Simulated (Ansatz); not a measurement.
```yaml
crystal:
  periodic: [false, false, false]
  atoms:
    - {symbol: Si, position_ang: [0.000000, 0.000000, 0.000000]}
    - {symbol: S, position_ang: [2.058745, 0.012448, 0.001402]}
    - {symbol: S, position_ang: [-1.040151, 1.776700, -0.003200]}
    - {symbol: S, position_ang: [-1.018594, -1.789148, 0.001798]}
basis:
  gaussian: {orbitals: def2-TZVP}
magnetization: {spin_polarized: true, initial_magnetization: 2}
hamiltonian: {xc: pbe0}
relax: {f_tol: 0.004, max_steps: 80}
```

```sh
$ ansatz run in.yaml --threads 1 --pin off --events-out ev --progress --plain --max-ram 2176MiB
```

Steps of the relaxation (energy above the last step; positions in Å, forces in eV/Å):

```
4
step 1, 126.8 meV
Si    0.000    0.000    0.000   -1.197   -0.007   -0.001
S     2.059    0.012    0.001    0.250    0.002    0.000
S    -1.040    1.777   -0.003    0.481   -1.251    0.002
S    -1.019   -1.789    0.002    0.466    1.257   -0.001
```

```
4
step 2, 0.9 meV
Si    0.036    0.000    0.000    0.081    0.000    0.000
S     2.108    0.013    0.001    0.052    0.000    0.000
S    -1.082    1.650   -0.003   -0.067    0.037    0.000
S    -1.062   -1.663    0.002   -0.066   -0.038    0.000
```

```
4
step 3, 0.0 meV
Si    0.045    0.000    0.000    0.001    0.000    0.000
S     2.119    0.013    0.001   -0.013    0.000    0.000
S    -1.092    1.641   -0.003    0.006   -0.010    0.000
S    -1.072   -1.654    0.002    0.006    0.010    0.000
```

```
4
step 4, 0.0 meV
Si    0.045    0.000    0.000    0.004    0.000    0.000
S     2.119    0.013    0.001   -0.003    0.000    0.000
S    -1.092    1.641   -0.003   -0.001    0.001    0.000
S    -1.072   -1.654    0.002   -0.001   -0.001    0.000
```

```
4
step 6, 0.0 meV
Si    0.045    0.000    0.000    0.000    0.000    0.000
S     2.118    0.013    0.001    0.000    0.000    0.000
S    -1.092    1.641   -0.003    0.000    0.000    0.000
S    -1.072   -1.654    0.002    0.000    0.000    0.000
```

Close pairs at the end: Si1–S3 1.996 Å, Si1–S4 1.996 Å, Si1–S2 2.074 Å.

A stationary point of unrestricted PBE0 after 6 steps, with ⟨S²⟩ = 2.015 against 2.00 for a pure state; no frequencies were run, so it isn't proven a minimum. 7.3 min on 1 thread of Arm Neoverse V1, shared host.
